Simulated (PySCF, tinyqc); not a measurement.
Inside a calculation (part 2 of 2). Method: RHF in the sto-3g basis, for CH2, spin multiplicity 1. The lowest restricted solution is unstable here: a spin-polarised one lies 0.0456 hartree lower (PySCF). Computed by tinyqc, a small Python program that keeps every step (integrals from PySCF). Command: `OMP_NUM_THREADS=1 python tinyqc.py 25644 25645 out.jsonl` (the two numbers bound the seeds that draw the settings). One thread of a shared host (Intel(R) Xeon(R) Processor @ 2.60GHz), about 0.08 s of CPU time with the checks.

Geometry (angstrom):
```
atom        x         y        z
C     0.00000   0.00000  0.00000
H     0.00000   0.96600  0.47900
H     0.00000  -0.98900  0.49000
```

## Iteration 7 (converged): orbitals

converged F (hartree):
```
            1C 1s     1C 2s   1C 2px    1C 2py    1C 2pz     2H 1s     3H 1s
1C 1s   -10.97191  -2.95259  0.00000  -0.00043  -0.02519  -0.77523  -0.73091
1C 2s    -2.95259  -1.44279  0.00000  -0.00613  -0.08197  -0.72758  -0.70215
1C 2px    0.00000   0.00000  0.24028   0.00000   0.00000   0.00000   0.00000
1C 2py   -0.00043  -0.00613  0.00000  -0.26634  -0.00441  -0.39401   0.38736
1C 2pz   -0.02519  -0.08197  0.00000  -0.00441  -0.23894  -0.23458  -0.23084
2H 1s    -0.77523  -0.72758  0.00000  -0.39401  -0.23458  -0.50222  -0.20400
3H 1s    -0.73091  -0.70215  0.00000   0.38736  -0.23084  -0.20400  -0.47795
```

X:
```
               1         2         3        4         5         6        7
1C 1s   -0.29594   0.05000   0.78782  0.00000  -0.58037  -0.00459  0.18089
1C 2s    1.27124  -0.18001  -0.27619  0.00000  -0.24017  -0.01041  0.45664
1C 2px   0.00000   0.00000   0.00000  1.00000   0.00000   0.00000  0.00000
1C 2py   0.18861   1.12882  -0.00153  0.00000   0.00291   0.60140  0.01170
1C 2pz   0.49348  -0.07109   0.61230  0.00000   0.70882  -0.00505  0.17143
2H 1s   -0.99625  -0.76746  -0.16585  0.00000   0.12767   0.37142  0.37092
3H 1s   -0.69163   1.01033  -0.16939  0.00000   0.12954  -0.39177  0.35315
```

Diagonalise F' = X^T F X, C = X C', fill 4 alpha and 4 beta electrons from the bottom; D = 2 C_occ C_occ^T. Each column has its largest component positive (the first on a tie).

F' = X^T F X (hartree):
```
          1         2         3        4         5         6         7
1   0.51049   0.06275   0.72061  0.00000  -0.41916   0.01341   0.10842
2   0.06275   0.78612  -0.14281  0.00000   0.09171   0.09530  -0.02859
3   0.72061  -0.14281  -5.39924  0.00000   4.66833   0.05127  -2.48394
4   0.00000   0.00000   0.00000  0.24028   0.00000   0.00000   0.00000
5  -0.41916   0.09171   4.66833  0.00000  -4.46810  -0.04880   2.29557
6   0.01341   0.09530   0.05127  0.00000  -0.04880  -0.53886   0.02621
7   0.10842  -0.02859  -2.48394  0.00000   2.29557   0.02621  -2.07964
```

orbital energies (hartree): MO1 -10.97798, MO2 -0.81850, MO3 -0.54518, MO4 -0.26985, MO5 0.24028, MO6 0.61553, MO7 0.80675

coefficients C:
```
             MO1       MO2       MO3       MO4      MO5       MO6       MO7
1C 1s    0.99301  -0.21934   0.00421   0.11419  0.00000  -0.18130  -0.01414
1C 2s    0.03056   0.66586  -0.01911  -0.52682  0.00000   1.12162   0.10390
1C 2px   0.00000   0.00000   0.00000   0.00000  1.00000   0.00000   0.00000
1C 2py   0.00023   0.01011   0.51839  -0.00033  0.00000  -0.07528   1.18201
1C 2pz   0.00527   0.14544   0.00002   0.84639  0.00000   0.64435   0.05094
2H 1s   -0.00726   0.28837   0.43856   0.18552  0.00000  -0.83360  -0.94656
3H 1s   -0.00697   0.27034  -0.45114   0.19060  0.00000  -0.93677   0.79515
```

D after iteration 7:
```
           1C 1s     1C 2s   1C 2px    1C 2py    1C 2pz     2H 1s     3H 1s
1C 1s    2.09447  -0.35188  0.00000   0.00030   0.13996  -0.09487  -0.09269
1C 2s   -0.35188   1.44441  0.00000  -0.00599  -0.69778   0.17135   0.17601
1C 2px   0.00000   0.00000  0.00000   0.00000   0.00000   0.00000   0.00000
1C 2py   0.00030  -0.00599  0.00000   0.53767   0.00242   0.46040  -0.46240
1C 2pz   0.13996  -0.69778  0.00000   0.00242   1.47512   0.39787   0.40118
2H 1s   -0.09487   0.17135  0.00000   0.46040   0.39787   0.61992  -0.16897
3H 1s   -0.09269   0.17601  0.00000  -0.46240   0.40118  -0.16897   0.62598
```

## Convergence

Stop when the energy changes by less than 1e-09 hartree and every element of the error matrix X^T (F D S - S D F) X is below 9e-06.

Course of the cycle:
```
iteration  E (hartree)     change  largest element of the error matrix
1          -38.2377533          -                             3.82e-01
2          -38.3400638  -1.02e-01                             8.74e-02
3          -38.3481713  -8.11e-03                             2.20e-02
4          -38.3490315  -8.60e-04                             2.83e-03
5          -38.3490484  -1.69e-05                             7.74e-05
6          -38.3490484  -6.39e-09                             1.07e-05
7          -38.3490484  -1.80e-10                             2.41e-06
```

PySCF RHF in the same basis = -38.3490484 hartree

Converged in 7 iterations.

## Populations, bond orders and dipole

overlap S:
```
          1C 1s    1C 2s   1C 2px    1C 2py   1C 2pz    2H 1s     3H 1s
1C 1s   1.00000  0.24836  0.00000   0.00000  0.00000  0.06401   0.06031
1C 2s   0.24836  1.00000  0.00000   0.00000  0.00000  0.49754   0.48288
1C 2px  0.00000  0.00000  1.00000   0.00000  0.00000  0.00000   0.00000
1C 2py  0.00000  0.00000  0.00000   1.00000  0.00000  0.42222  -0.41444
1C 2pz  0.00000  0.00000  0.00000   0.00000  1.00000  0.20936   0.20534
2H 1s   0.06401  0.49754  0.00000   0.42222  0.20936  1.00000   0.12829
3H 1s   0.06031  0.48288  0.00000  -0.41444  0.20534  0.12829   1.00000
```

Mulliken: Z minus the diagonal of D S on the atom; Loewdin: the same with S^(1/2) D S^(1/2); Mayer order: 2 sum_s sum (D(s) S)_ij (D(s) S)_ji over the two atoms.

Charges (e):
```
atom  Mulliken   Loewdin
1C    -0.08717  -0.03725
2H     0.04489   0.01909
3H     0.04228   0.01816
```

Mayer bond orders:
```
pair    order
2-1   0.98361
3-1   0.98384
3-2   0.01437
```

dipole moment about the origin, x y z (debye): 0.00000  0.00706  1.62123
